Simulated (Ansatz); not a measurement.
C4H8F2 (`CC(C)C(F)F`). The species carries charge 0 and has multiplicity 1.

Cartesian coordinates in Å:
```
C -1.0687 -0.9887 -0.1950
C 0.1633 -0.1104 -0.3563
C -0.1915 1.3652 -0.4589
C 1.1325 -0.3700 0.7735
F 2.2827 0.3341 0.5958
F 0.6095 0.0254 1.9669
H -1.6179 -0.7231 0.7110
H -0.8065 -2.0483 -0.1340
H -1.7405 -0.8599 -1.0456
H 0.6976 -0.4141 -1.2645
H -0.8427 1.5350 -1.3185
H 0.6994 1.9830 -0.5791
H -0.7205 1.6995 0.4361
H 1.4031 -1.4278 0.8685
```

**Question.** What are the harmonic wavenumbers in cm⁻¹ at PBE0-D4/def2-TZVP (Ansatz, finite differences of forces, unscaled)? (Estimate.)

**Answer.** Ansatz gave: 92, 210, 225, 247, 266, 346, 464, 543, 669, 837, 933, 958, 981, 1038, 1125, 1165, 1171, 1221, 1328, 1361, 1390, 1398, 1404, 1427, 1481, 1485, 1497, 1510, 3047, 3051, 3061, 3069, 3124, 3133, 3137, 3145.

**Question.** Is this a minimum?

**Answer.** Yes, all 36 modes are real.

**Question.** Give the ideal-gas thermochemistry at 298.15 K and 1 bar (rigid rotor, harmonic oscillator; point group C1, symmetry number 1).

**Answer.** Zero-point energy 308.3 kJ/mol; H(298) − E = 328.9 kJ/mol; entropy 339.0 J/(mol·K), of which translation 165.5, rotation 111.8, vibration 61.7; G(298) − E = 227.8 kJ/mol. Modes under 100 cm⁻¹ are hindered rotations or soft bends, so the harmonic entropy is rough.

**Question.** And at 400, 500, 600, 800 and 1000 K?

**Answer.** 
```
T (K)  H − E (kJ/mol)  S (J/mol/K)  G − E (kJ/mol)
  400           341.5        375.1           191.4
  500           356.5        408.6           152.2
  600           374.0        440.3           109.8
  800           414.5        498.3            15.8
 1000           460.8        549.9           -89.1
```

**Question.** Rotational constants (cm⁻¹)?

**Answer.** 0.157, 0.09342, 0.07935.
